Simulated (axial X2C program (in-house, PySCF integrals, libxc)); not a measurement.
# Potential curves of HF⁺, 2c

Calculated with an in-house relativistic program for diatomic molecules. Two-component (2c) means X2C with spin–orbit coupling and atomic mean-field two-electron Coulomb and Gaunt terms. Basis: F dyall-av3z [7s6p3d2f], H dyall-v3z [6s2p1d] (cores contracted in-house); Gaussian nuclei, density fitting, unrestricted open shells. Masses: F 18.998 u, H 1.008 u.

State: Ω = 3/2 (⟨Sz⟩ = 0.50, ⟨Lz⟩ = 1.00 at HF). Energies in kJ/mol from the fragments at the same level (F + H+). Fits are polynomials in 1 − R0/R over 0.85 to 1.23 times the lowest point R0.

| R (Å) | HF |
| --- | --- |
| 0.8778 | -308.93 |
| 0.9182 | -326.33 |
| 0.9485 | -332.86 |
| 0.9787 | -335.02 |
| 1.0090 | -333.71 |
| 1.0443 | -328.73 |
| 1.0796 | -320.93 |
| 1.1250 | -307.92 |
| 1.1805 | -289.06 |
| 1.2612 | -258.81 |

The state is one determinant whose occupation by symmetry is held fixed; it was picked as the lowest of a PBE0 search that is not exhaustive. De is counted from the lowest determinant-based energies of the atoms at the same level, without counterpoise correction.

Task: What are Re, ωe and De at the HF level?

Result: At HF, 2c: Re = 0.981 Å, ωe ≈ 3310 cm⁻¹, De = 3.47 eV to F + H+; Be follows as 18.3 cm⁻¹.
